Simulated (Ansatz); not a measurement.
The same path of CH7BO (10 atoms, charge 0, multiplicity 1) was run twice with different band settings. Lost on the way: B1–H2, O8–H10. Made: H2–H10.

Level of theory: RKS LDA/def2-SVP (Ansatz).

Relaxed end points:

```xyz
10
Properties=species:S:1:pos:R:3
B -0.123 -0.067 0.170
H -0.350 0.307 1.331
H 0.954 0.338 -0.269
C -1.359 0.031 -0.817
H -2.287 -0.460 -0.434
H -1.631 1.102 -0.948
H -1.155 -0.369 -1.835
O 0.142 -1.682 0.331
H -0.735 -2.076 0.535
H 0.704 -1.811 1.124
```

```xyz
10
Properties=species:S:1:pos:R:3
B 0.127 -0.448 -0.788
H -0.610 -0.804 2.858
H 1.079 0.073 -1.355
C -1.334 0.044 -1.004
H -2.111 -0.513 -0.435
H -1.406 1.123 -0.733
H -1.590 0.004 -2.087
O 0.459 -1.471 0.031
H -0.323 -1.870 0.464
H -0.130 -0.823 2.238
```

Common settings: movable images 5; climbing image yes; optimiser quadratic models (default); start path through a guess of the saddle point; force threshold 0.05 eV/Å; iteration limit 60; end points relaxed.

| run | spring |
| --- | --- |
| 1 | 5.0 eV/Å² |
| 2 | 2.0 to 10.0 eV/Å², energy-weighted |

(1) What does each run give, and how far can it be trusted?

Results:

(1) Run 1: converged after 44 iterations, highest image 0.526 eV above the first end. The profile has 2 maxima (images 2, 5) with wells between them (image 4): this band takes more than one step, which may be the mechanism or a detour left from its start path. A vibrational analysis at the climbing image gives one clearly imaginary mode, 1039i cm⁻¹: a first-order saddle point.
Run 2: converged after 12 iterations, highest image 0.526 eV above the first end. Another band between the same ends (5 images) ends at a top of the same energy, where a vibrational analysis finds 1 clearly imaginary mode.
The orbitals stay closed-shell, which can raise the energy where a bond breaks towards radicals; this wasn't checked here.
